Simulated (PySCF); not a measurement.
Gas-phase reaction: 4 SiH4 = i-Si4H10 + 6 H

Computed with PySCF and rigid-rotor harmonic-oscillator thermochemistry at 1 bar. † marks an energy on the PBE0/def2-TZVP geometry and frequencies; other levels use their own. MP2 and CCSD(T) freeze the core. 6-31G* has spherical d functions here. Open shells (unrestricted): H (multiplicity 2); the rest are closed-shell singlets. B3LYP is the form with VWN-RPA correlation. MP2 isn't extrapolated to the basis-set limit; its ΔH°(298 K) is 1221.1 kJ in def2-SVP and 1260.3 kJ in def2-TZVPP. CCSD(T) isn't extrapolated to the basis-set limit. The harmonic model lacks anharmonicity and excited electronic states, which grow with temperature; levels with a mode under 35 cm⁻¹ are left out. Internal rotation in i-Si4H10 is treated as a harmonic vibration of one conformer, which makes the entropy rough.

| level | ΔE electronic, kJ | ΔH°(298 K), kJ | ΔS°(298 K), J/K | ΔG°(1600 K), kJ |
|---|---|---|---|---|
| B3LYP/6-31G* | 1442 | 1358 | 280 | 788 |
| B3LYP/def2-TZVP† | 1454 | 1372 | 278 | 803 |
| CCSD(T)/def2-SVP† | 1376 | 1294 | 278 | 725 |
| HF/6-31G* | 1161 | 1070 | 276 | 501 |
| HF/def2-TZVP† | 1184 | 1101 | 278 | 532 |
| MP2/def2-TZVPP† | 1343 | 1260 | 278 | 691 |
| PBE/def2-TZVP† | 1327 | 1245 | 278 | 676 |
| PBE0/def2-SVP† | 1327 | 1244 | 278 | 675 |
| r2SCAN/def2-TZVP† | 1370 | 1288 | 278 | 719 |
| ωB97M-V/def2-TZVP† | 1412 | 1330 | 278 | 761 |
ΔH° is lowest at HF/6-31G* and highest at B3LYP/def2-TZVP†. No reference value is set beside these.
